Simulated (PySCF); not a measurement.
Spin states of AlS

Unrestricted PBE0; Al def2-SVP, S def2-SVP; no relativity (PySCF 2.14). Outer shells of the fragments: Al 3s2 3p1; S 3s2 3p4.

Followed along the bond (rough minima from three points):

```tsv
2Ms+1	unpaired	⟨S²⟩ at the start	R at minimum (Å)	Te (eV)
2	σ ↑	0.76	2.04	0.00
2	π ↑	0.75	2.27	0.58
4	σ ↑, π ↑↑	3.75	2.26	2.88
```

Solutions found at the starting distance of 2.180 Å, counted from the lowest of them; the search is not exhaustive and high or unbound solutions are not listed, so other states can lie among these:

| 2Ms+1 | unpaired | term | E (eV) | ⟨S²⟩ | ⟨Lz²⟩ | μ (D) |
| --- | --- | --- | --- | --- | --- | --- |
| 2 | σ ↑ | ²Σ⁺ | 0.00 | 0.76 | 0.00 | -3.86 |
| 2 | π ↑ | ²Π | 0.44 | 0.75 | 1.01 | -0.49 |
| 4 | σ ↑, π ↑↑ | mixed | 2.74 | 3.75 | 2.01 | -0.98 |
| 4 | σ ↑, π ↑↑ | mixed | 2.99 | 3.75 | 2.01 | -1.09 |
| 2 | σ ↑, π ↑↓ | mixed | 3.12 | 1.76 | 2.01 | -1.19 |
| 4 | σ ↑↑, π ↑ | ⁴Π | 5.19 | 3.76 | 1.00 | -1.80 |
| 4 | π ↑↑↑ | ⁴Π | 5.21 | 3.77 | 1.01 | 4.88 |
| 4 | σ ↑↑, π ↑ | ⁴Π | 5.55 | 3.75 | 1.01 | -0.76 |
| 4 | σ ↑↑↑ | ⁴Σ⁺ | 7.95 | 3.78 | 0.00 | -1.04 |

A term symbol is given only where ⟨S²⟩ and ⟨Lz²⟩ are close to those of a pure state; real π, δ and φ orbitals otherwise mix terms. A positive dipole means Al(−)S(+).

**Question.** Compare the gap between the two lowest followed solutions at the starting distance with the gap between their minima.

**Answer.** At PBE0 the second solution (doublet, unpaired electrons π ↑) lies +0.44 eV from the first (doublet, unpaired electrons σ ↑) at 2.180 Å and +0.58 eV at the minima; the two curves relax by different amounts, since their minima lie near 2.27 and 2.04 Å.

Counting both spins, an empty level lies below a filled one in some of these solutions, because spin and occupation are held.
